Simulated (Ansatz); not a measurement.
**Worked example: BN⁺, quartet against BN, triplet**

Geometry (PBE0/def2-TZVP stationary point of a triplet), kept for both states (BN, triplet: Π; BN⁺, quartet: Σ⁻):

```xyz
2

B     0.0000    0.0000    0.0000
N     0.0000    0.0000    1.3155
```

Basis cc-pVTZ; Ansatz 0.2.0. Correlated methods freeze the noble-gas cores. R marks a restricted (for open shells ROHF) determinant, U an unrestricted one.

Full CI isn't at hand for all of this; UCCSDT(Q) serves as the reference, and is uncertain by the last step of the cluster series or more.

```json
{"level": "UHF", "E(BN, triplet) (hartree)": "-79.015267", "E(BN⁺, quartet) (hartree)": "-78.660415"}
{"level": "UMP2", "E(BN, triplet) (hartree)": "-79.234750", "E(BN⁺, quartet) (hartree)": "-78.813349"}
{"level": "UCCSD(T)", "E(BN, triplet) (hartree)": "-79.266588", "E(BN⁺, quartet) (hartree)": "-78.842288"}
{"level": "PBE", "E(BN, triplet) (hartree)": "-79.334073", "E(BN⁺, quartet) (hartree)": "-78.901386"}
{"level": "wB97M-V", "E(BN, triplet) (hartree)": "-79.410806", "E(BN⁺, quartet) (hartree)": "-78.990813"}
{"level": "UCCSDT(Q)", "E(BN, triplet) (hartree)": "-79.269188", "E(BN⁺, quartet) (hartree)": "-78.843699"}
```

Q: Give the vertical gap, BN⁺ quartet less BN triplet, at each level in eV (1 hartree = 27.2114 eV), and each error against UCCSDT(Q).

A: UCCSDT(Q): (-78.843699 − (-79.269188)) × 27.2114 = 11.578 eV (the reference)
wB97M-V: (-78.990813 − (-79.410806)) × 27.2114 = 11.429 eV, error -0.149 eV
PBE: (-78.901386 − (-79.334073)) × 27.2114 = 11.774 eV, error 0.196 eV
UCCSD(T): (-78.842288 − (-79.266588)) × 27.2114 = 11.546 eV, error -0.032 eV
UMP2: (-78.813349 − (-79.234750)) × 27.2114 = 11.467 eV, error -0.111 eV
UHF: (-78.660415 − (-79.015267)) × 27.2114 = 9.656 eV, error -1.922 eV

Total energies of functionals can't be set beside those of wave-function methods, since they hold the core's correlation and their own absolute errors; only the differences compare.

The reference still carries a basis error, for a change of charge of the order of 0.1 eV, so smaller errors of functionals can't be ranked.

Each level lands on the state that its own search finds. T1 diagnostics of restricted CCSD: 0.037 and 0.027.
